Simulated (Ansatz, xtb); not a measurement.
# Relative energy of two isomers of H3N2O

Structure I is `NN[O]`, a doublet and structure II is `N[N]O`, a doublet. Both are isolated molecules in the gas phase, relaxed with PBE0-D3(BJ)/def2-SVP; the shapes shown needn't be the lowest conformers.

I (Å):

| atom | x (Å) | y (Å) | z (Å) |
| --- | --- | --- | --- |
| N | -0.3236 | -0.7207 | 0.4817 |
| N | 0.8634 | -0.1729 | 0.9586 |
| O | 1.5732 | -0.7386 | 1.8186 |
| H | -0.1566 | -1.7126 | 0.2932 |
| H | -1.0105 | -0.6873 | 1.2375 |
| H | 1.2789 | 0.5284 | 0.3402 |

II (Å):

```yaml
atoms:
  - { symbol: N, position_ang: [-0.3532, -0.3196, 0.5204] }
  - { symbol: N, position_ang: [0.1548, -0.9458, 1.6234] }
  - { symbol: O, position_ang: [1.4354, -1.2758, 1.3445] }
  - { symbol: H, position_ang: [0.1718, 0.5293, 0.2754] }
  - { symbol: H, position_ang: [1.5108, -1.3483, 0.3752] }
  - { symbol: H, position_ang: [-1.3237, -0.0750, 0.7023] }
```

Quicker runs give these differences E(II) − E(I): GFN2-xTB −1.6 kcal/mol; HF/STO-3G −4.5 kcal/mol (at GFN2-xTB geometries); r2SCAN-D4/def2-SVP +7.1 kcal/mol (at GFN2-xTB geometries).

Q: Which of the two would you expect CCSD(T)/def2-TZVP electronic energies to favour?

A: Structure I; the calculation gives E(II) − E(I) = +2.2 kcal/mol.

The same difference at several levels:

```tsv
level	geometry	E(II) − E(I) (kcal/mol)	departure from the last row (kcal/mol)	job, with rough time for the two
GFN2-xTB	GFN2-xTB	−1.6	−3.8	optimisation, 0.1 s
HF/STO-3G	GFN2-xTB	−4.5	−6.7	single point, 0.2 s
r2SCAN-D4/def2-SVP	GFN2-xTB	+7.1	+4.9	single point, 3.9 s
PBE0-D3(BJ)/def2-SVP	PBE0-D3(BJ)/def2-SVP	+6.2	+4.0	optimisation, 54 s
HF/def2-TZVP	PBE0-D3(BJ)/def2-SVP	+1.1	−1.1	part of the CCSD(T) run
MP2/def2-TZVP	PBE0-D3(BJ)/def2-SVP	+3.4	+1.2	part of the CCSD(T) run
CCSD(T)/def2-TZVP	PBE0-D3(BJ)/def2-SVP	+2.2		single point, 89 s
```

As drawn, II has 1 O–H in place of 1 N–H.

GFN2-xTB, HF/STO-3G put the two in the other order. The largest departure from CCSD(T)/def2-TZVP is that of HF/STO-3G, 6.7 kcal/mol.

With harmonic frequencies from PBE0-D3(BJ)/def2-SVP (ideal gas, rigid rotor, one conformer each, 298.15 K, 1 atm): the zero-point term adds −0.4 kcal/mol; ΔH is +1.7 and ΔG +2.1 kcal/mol.

Open shells are spin-unrestricted. The correlated steps freeze 3 core orbitals. Mirror images aren't counted in ΔG. Codes used: Ansatz 0.2.0, xtb 6.7.1; the last row on 1 thread of Arm Neoverse V1 on a shared host.
